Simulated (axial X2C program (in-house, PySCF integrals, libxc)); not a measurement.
Nuclear properties of HCl

Calculated with an in-house all-electron X2C program for linear molecules (integrals from PySCF): two-component X2C with atomic mean-field Coulomb and Gaunt terms, Gaussian nuclei, basis Cl dyall-av3z, H dyall-v3z with contracted cores.

R = 1.282 Å (near the PBE0 minimum at charge 0 of the determinant lowest at the starting distance; the state shown can have its own minimum elsewhere).

Determinant lowest in the PBE0 search, Ω = 0 (closed shell), highest spinor 94% Cl p, 5% H p:

```tsv
level	qzz Cl (a.u.)	qzz H (a.u.)	μ (D)
PBE0	3.57	0.28	1.13
HF	3.67	0.28	1.20
BHandHLYP	3.68	0.28	1.15
TPSSh	3.65	0.29	1.11
PBE50	3.59	0.28	1.17
```

qzz is the electric field gradient, eQq0 = 234.96 MHz × Q/barn × qzz; μ is positive if the H end (last atom) is positive. The operators were transformed with the bare-nucleus X2C matrices; with these basis sets, hyperfine constants and field gradients can be off by tens of per cent, and where levels differ in sign neither size nor sign is settled.

**Question.** With Q(35Cl) = -0.08112 barn (Q from Pyykkö, Mol. Phys. 2018), turn the PBE0 values of the first state into constants in MHz.

**Answer.** eQq0(35Cl) = 234.96 × (-0.08112) × (3.57) = -68 MHz.

Each state is one determinant with collinear spin. The search compared states at one distance, so a state with another bond length can lie lower.
